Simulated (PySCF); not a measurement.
## How methods differ on the ionisation energy of Cl

Cl [Ne] 3s2 3p5 (2P) → Cl⁺ [Ne] 3s2 3p4 (3P), as a difference of total energies. All numbers are calculated (PySCF 2.14, no relativity, point nucleus, in aug-cc-pwCVTZ). Correlated levels: valence: [Ne] frozen. The calculations carry no spin-orbit coupling.

| method | ionisation energy (eV) | error (eV) |
| --- | --- | --- |
| UHF | 11.770 | -1.204 |
| MP2 (valence) | 12.772 | -0.202 |
| SCS-MP2 (valence) | 12.773 | -0.201 |
| CCSD (valence) | 12.729 | -0.245 |
| CCSD(T) (valence) | 12.781 | -0.193 |

Reference: 12.974 eV (measured; NIST levels, between the centres of gravity of the two terms).

Errors of the correlated levels include the incompleteness of this basis and the frozen core.
